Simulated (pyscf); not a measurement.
# Substitution at S: `[SH2]` + `[CH3]` [doublet] → `[CH3][SH]` + `[H]` [doublet]

Gas phase, doublet surface, charge 0. Bonds broken: S1–H2. Bonds formed: S1–C4. Structures and frequencies: ωB97X-D3(BJ)/def2-SVP in PySCF. MP2 and CC: frozen core, UHF for open shells. ΔMP2 is the change of the MP2 total energy from the triple- to the quadruple-zeta basis.

Transition state (Å):

```xyz
7

S      0.4401    -0.0160    -0.4010
H      1.5224     1.2424    -0.8762
H      0.4250     0.6016     0.7911
C     -1.2375    -0.8425    -0.1564
H     -1.4066    -1.4596    -1.0491
H     -1.1994    -1.4846     0.7358
H     -2.0349    -0.0927    -0.0665
```

One imaginary mode, 696i cm⁻¹; descent along it reached the two sides named.

```json
[
 {"bond": "S1–H2", "change": "breaks", "reactant side (Å)": "1.346", "saddle": "1.727", "product side": "3.3"},
 {"bond": "S1–C4", "change": "forms", "reactant side (Å)": "3.7", "saddle": "1.886", "product side": "1.814"}
]
```

Electronic energies relative to the separated reactants (kcal/mol):

```csv
level,barrier,reaction energy,reverse barrier
ωB97X-D3(BJ)/def2-TZVP,17.2,+13.7,3.5
PBE/def2-TZVP,11.0,+13.3,-2.3
r²SCAN/def2-TZVP,15.6,+18.8,-3.2
B3LYP-D3(BJ)/def2-TZVP,16.6,+18.1,-1.5
PBE0-D3(BJ)/def2-TZVP,13.9,+13.8,0.0
M06-2X/def2-TZVP,17.9,+14.1,3.7
ωB97M-D3(BJ)/def2-TZVP,18.9,+15.5,3.4
HF/def2-TZVP,35.8,+21.1,14.7
MP2/def2-QZVPP,18.4,+11.8,6.6
CCSD/def2-TZVPP,23.6,+19.2,4.4
CCSD(T)/def2-TZVPP,20.9,+17.4,3.6
CCSD(T)/def2-TZVPP + ΔMP2(QZVPP),19.9,+16.9,2.9
```

With CCSD(T)/def2-TZVPP + ΔMP2(QZVPP) energies and thermal terms (ideal gas, 1 atm, RRHO with modes under 100 cm⁻¹ raised to 100, one conformer, R ln 2 for rigid chiral ones), in kcal/mol:

```
T (K)   ΔH‡   ΔG‡     ΔH     ΔG
-----  ----  ----  -----  -----
298    20.3  29.3  +17.3  +19.7
600    20.1  38.6  +17.6  +22.1
900    20.6  47.7  +18.4  +24.1
1200   21.2  56.7  +19.4  +25.9
```

At PBE, r²SCAN, B3LYP-D3(BJ) this geometry lies under the product side: in single points on another level's saddle the reverse barrier vanishes, and the forward threshold there is about the reaction energy. The same reactants have a lower exit, to SH• + CH₄ (barrier +2.7 kcal/mol at ωB97M-D3(BJ), against +18.9 kcal/mol here). One saddle was located; it need not be the lowest between these sides. The angle at the attacked S is 156°. The CCSD(T) − MP2 part came from Ansatz, without density fitting, on the same reference.
